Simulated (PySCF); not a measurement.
System: C2H6N (charge 0, doublet). It need not be the lowest isomer of its formula. SMILES: [CH2]NC
Geometry from a B3LYP-D3(BJ)/def2-TZVP (Ansatz) optimisation:
```
N
H 1 1.0087
C 1 1.3821 2 114.76
H 3 1.0801 1 117.00 2 33.44
H 3 1.0812 4 119.04 1 -149.23
C 1 1.4488 2 114.11 3 -142.72
H 6 1.0899 1 109.72 2 -45.31
H 6 1.0918 7 108.03 1 118.94
H 6 1.0982 7 108.88 8 116.98
```
Charge 0, spin multiplicity 2.

Dispersion corrections to the total energy (kcal/mol) from the dftd3 and dftd4 libraries through PySCF: D3(BJ) without and D4 with the three-body term, each with the damping fitted for the functional named.

| functional | D3(BJ) | D4 |
|---|---|---|
| PBE0 | -2.38 | -2.06 |
| BHLYP | -3.56 | ___ |
| BLYP | -5.95 | -5.81 |
| TPSSh | -3.17 | -3.09 |
| revPBE | ___ | -9.80 |
| B3LYP | -4.80 | ___ |
| B2PLYP | -2.08 | -1.74 |

Problem. Complete the blanks.

Solution. 
- BHLYP, D4: -2.61
- revPBE, D3(BJ): -7.86
- B3LYP, D4: -4.00
